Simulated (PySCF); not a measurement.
# Beryllium: a sound run and one with changed settings

Sound run: Be [He] 2s2, Be⁺ [He] 2s1. All numbers are calculated (PySCF 2.14, the spin-free X2C one-electron Hamiltonian (Gaussian nucleus), in jorge-DZP-DKH (4s2p1d, 15 functions)). In the sound run the correlated levels freeze 1s2. The sound run starts from symmetry-adapted Hartree-Fock orbitals and uses a fine grid where one is needed.

Changed run: initial guess atom, at most 50 SCF cycles.

| species | method | sound run (hartree) | changed run (hartree) | converged |
| --- | --- | --- | --- | --- |
| Be | UHF | -14.57420 | -14.57420 | yes |
| Be | LDA | -14.44715 | -14.44715 | yes |
| Be | CCSD(T) | -14.61944 | -14.61944 | yes |
| Be⁺ | M06-2X | -14.33352 | -14.33352 | yes |

Here the plain start reaches the same solutions.
